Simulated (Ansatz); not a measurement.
# How the smallest direct gap on the k points sampled of SnBr2 (Pnma, No. 62; structure not from a measured cell) moves with the method

No measured value is used here.

```csv
level (code),value (eV)
LDA (Ansatz),2.07
PBEsol (Ansatz),2.10
PBEsol+SOC (Ansatz),1.99
```

Computed values are for a static lattice. Spin–orbit coupling is included only where a level's name says +SOC; with heavier elements it mostly lowers gaps and can invert bands.  Values are at the PBEsol cell. Ansatz's density-functional and Hartree–Fock values are scalar-relativistic unless marked +SOC, with PAW data made under PBE.

Ansatz is a first-principles code.
